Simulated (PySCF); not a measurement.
Orbital picture of NaLi⁺

B2PLYP at R = 3.394 Å; Na 3-21G, Li 3-21G; no relativity (PySCF 2.14). State: ²Σ⁺ (doublet), unpaired electrons σ ↑. Only the outer orbitals are listed, counted within each symmetry.

```csv
spin,orbital,occ.,ε (eV),on Na (%),main shells (%)
α,4σ,1,-40.11,100,100 Na p
α,1π,1,-40.10,100,100 Na p
α,1π,1,-40.10,100,100 Na p
α,5σ,1,-9.29,34,"51 Li s, 28 Na s, 15 Li p"
α,6σ,0,-4.66,53,"55 Na s, 48 Li s"
α,2π,0,-3.90,35,"65 Li p, 35 Na p"
α,2π,0,-3.90,35,"65 Li p, 35 Na p"
β,1π,1,-40.08,100,100 Na p
β,1π,1,-40.08,100,100 Na p
β,4σ,1,-40.06,100,100 Na p
β,5σ,0,-5.46,60,"60 Na s, 38 Li s"
β,6σ,0,-4.39,34,"56 Li s, 29 Na s, 9 Li p"
β,2π,0,-3.32,41,"59 Li p, 41 Na p"
```

Which are the highest filled and the lowest empty level, where do they sit, and how wide is the gap?

Highest filled α 5σ at -9.29 eV (in %: 51 Li s, 28 Na s, 15 Li p); lowest empty β 5σ at -5.46 eV (in %: 60 Na s, 38 Li s); the gap at B2PLYP is 3.83 eV.

The bond order (Mayer) is 0.47, the ⟨S²⟩ is 0.750 and the charge on Na (Mulliken, basis-dependent) is 0.65. The charge on Na (Löwdin, basis-dependent) is 0.52. The dipole moment (positive dipole points towards Li; it is taken about the centre of mass and depends on that origin) is 3.76 D.

Correlated steps freeze 1 core orbital. B2PLYP dipoles, levels and charges come from its SCF part alone. 3-21G is very small, so such numbers show the basis as much as the molecule. The state was picked by a PBE0 search and need not be the measured ground state.
